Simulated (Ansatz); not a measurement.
Geometry optimisation, RHF/def2-SVP (Ansatz 0.2.0).

Input file:

```yaml
crystal:
  periodic: [false, false, false]
  atoms:
    - { symbol: F, position_ang: [-0.909226, -1.075819, 0.923217] }
    - { symbol: C, position_ang: [0.152173, -0.646937, 0.231454] }
    - { symbol: Cl, position_ang: [0.388527, -1.718944, -1.173148] }
    - { symbol: H, position_ang: [1.033121, -0.778806, 0.850578] }
    - { symbol: C, position_ang: [-0.104211, 0.798171, -0.153935] }
    - { symbol: H, position_ang: [0.682356, 1.455491, 0.214493] }
    - { symbol: H, position_ang: [-0.20535, 0.931392, -1.227799] }
    - { symbol: H, position_ang: [-1.037289, 1.035352, 0.335139] }
basis:
  gaussian: { orbitals: def2-SVP }
hamiltonian:
  xc: hf
relax:
  f_tol: 0.03
  max_steps: 50
```

Launched with:

```bash
$ ansatz run input.yaml --threads 1 --pin off --max-ram 2048MiB --backend cpu --events-out ev --progress --plain --runs-dir out
```

Problem. Where does it end, and by what steps?

Solution. The forces met the threshold. After 7 steps the energy has fallen by 0.224 eV; H6 moved furthest, 0.61 Å.

| step | energy less start (eV) | largest force component (eV/Å) | accepted |
| --- | --- | --- | --- |
| 0 | 0.0000 | 0.501 | yes |
| 1 | -0.0352 | 0.094 | yes |
| 2 | -0.0437 | 0.092 | yes |
| 3 | -0.0606 | 0.713 | yes |
| 4 | -0.1548 | 0.451 | yes |
| 5 | -0.2198 | 0.302 | yes |
| 6 | -0.2241 | 0.045 | yes |
| 7 | -0.2243 | 0.008 | yes |

```xyz
8
Properties=species:S:1:pos:R:3
F -1.077 -1.233 0.528
C 0.099 -0.649 0.252
Cl 0.891 -1.568 -1.060
H 0.740 -0.755 1.121
C -0.119 0.787 -0.141
H 0.832 1.273 -0.350
H -0.749 0.837 -1.028
H -0.616 1.307 0.678
```

Run time: 21 s on 1 thread of Arm Neoverse N1 (shared host), peak memory 0.14 GiB.
